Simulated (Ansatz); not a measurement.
Reaction (atomization): `CC1=NC1` → 3 C• + 5 H• + N•

Isolated molecules relaxed with PBE0-D4/def2-TZVP in Ansatz; ΔE leaves out vibrations. CCSD(T)/CBS is the MP2 limit (def2-TZVPP, def2-QZVPP) plus CCSD(T) − MP2 in def2-TZVPP, frozen cores. This one scheme is used for every species, atoms too. Functionals use def2-TZVPP. B3LYP here is the variant with VWN-RPA as its local correlation; programs differ in this. Open shells (•) are unrestricted, without spin–orbit coupling. Spin–orbit coupling would lower the free atoms: a little for C.

What is ΔE at CCSD(T)/CBS? (Estimate.)

Computed: +3634.8 kJ/mol.

What do these levels give: LDA (SPW92), B3LYP-D4, CAM-B3LYP-D4, PBE-QIDH, PBE0, r2SCANh, BHLYP, LC-ωPBE, HF/def2-SVP, SCS-MP2/def2-TZVPP, CCSD(T)/def2-TZVPP, CCSD/CBS(def2)? (An estimate is asked.)

Ansatz gave: LDA (SPW92) 4222.0, B3LYP-D4 3657.9, CAM-B3LYP-D4 3665.7, PBE-QIDH 3636.6, PBE0 3679.1, r2SCANh 3623.2, BHLYP 3506.7, LC-ωPBE 3662.6, HF/def2-SVP 2604.3, SCS-MP2/def2-TZVPP 3598.5, CCSD(T)/def2-TZVPP 3540.5, CCSD/CBS(def2) 3568.7 kJ/mol.

Largest T1 diagnostic among the species: 0.011.

From r2SCAN to r2SCAN0 (25 % exact exchange), in def2-TZVPP and without D4, ΔE moves by −65.6 kJ/mol: exact exchange takes away binding that semilocal exchange gives to molecules. In def2-TZVPP, CCSD(T) changes the Hartree–Fock value by +977.2 kJ/mol (the triples alone add +66.0 kJ/mol) and MP2 by +1050.6 kJ/mol; breaking electron pairs costs correlation energy, which Hartree–Fock lacks. At CCSD(T), def2-SVP lies −158.3 kJ/mol from the extrapolated value and def2-TZVPP −94.2 kJ/mol: correlation converges slowly with the basis, and small sets miss more of it in the bonded molecule than in its fragments.

For atomizations the MP2-based limit and the directly extrapolated one differ by several kJ/mol either way, and by 10 to 25 for some Ge, Se and Sn compounds, so smaller differences from it don't rank the levels.
